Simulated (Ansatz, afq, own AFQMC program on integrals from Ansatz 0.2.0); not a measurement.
B2H, quartet in cc-pVDZ, levels against CCSDT(Q)

```xyz
3

B     0.0000    0.0000    0.1141
B     0.0000    0.0000   -1.4064
H     0.0000    0.0000    1.2923
```

Connectivity, by distances: BH–B.

Basis cc-pVDZ. Noble-gas cores (and the filled d shells of Ga–Kr and In–Xe) are frozen. Integrals, coupled cluster, full CI and functionals: Ansatz 0.2.0; the random walks run on the same integrals in our own AFQMC program. ph-AFQMC/CISD is guided by a CISD state made of CCSD amplitudes; releasing the constraint for a short imaginary time cuts its bias at the price of noise, slowly where states lie close. Free projection: walkers drawn from exp(T), propagated without any constraint. Its projection time is finite, and what remains of the start isn't in its error. Uncertainties: one standard error, sampling alone.

Determinant: UHF, the one that the program's search chose, which needn't be the lowest solution. The geometry is a PBE0/def2-TZVP stationary point of this or a neighbouring charge and spin state.

No full CI on the walks' own integrals is used here; CCSDT(Q) serves as the reference and is uncertain by about the last step of the cluster series.

Cautions: lower spins were not checked.

The T1 diagnostic is 0.0208. The weight of the determinant in the CISD state is 0.916 and the ⟨S²⟩ of the determinant is 3.755. The size of the correlated space is 7 electrons in 31 orbitals.

| level | correlation energy (eV) |
| --- | --- |
| MP2 | -2.7351 |
| CCSD | -3.4276 |
| CCSD(T) | -3.5373 |

Problem. Estimate where free-projection AFQMC lies against CCSD(T) on the same integrals.

Solution. 38.0 ± 8.2 meV below CCSD(T).

Reference: CCSDT(Q), correlation energy -3.572 eV. The released energy is read at 1.50 1/Eh (meV from the phaseless value at times in 1/Eh: -7 ± 7 at 0.24, -7 ± 6 at 0.50, -9 ± 8 at 1.00, -11 ± 8 at 1.50).

```csv
level,E − E(reference) (meV),share of correlation (%)
CCSD(T),34.3,99.04
CCSDT,5.8,99.84
ph-AFQMC/HF,11.3 ± 36.5,99.68
ph-AFQMC/CISD,13.1 ± 5.8,99.63
released AFQMC,2.0 ± 8.4,99.94
free AFQMC,-3.7 ± 8.2,100.10
```

Free projections are given only where their last times agree within the noise and don't stop above the reference; a slow remainder of the start can still hide under it. A walk keeps the symmetry of its determinant, which the program's search chose and which needn't be the lowest solution, so a lower state of the same spin and another symmetry isn't excluded. Released energies are given only where the last usable release times agree within the noise; a slower fall can still hide under it.
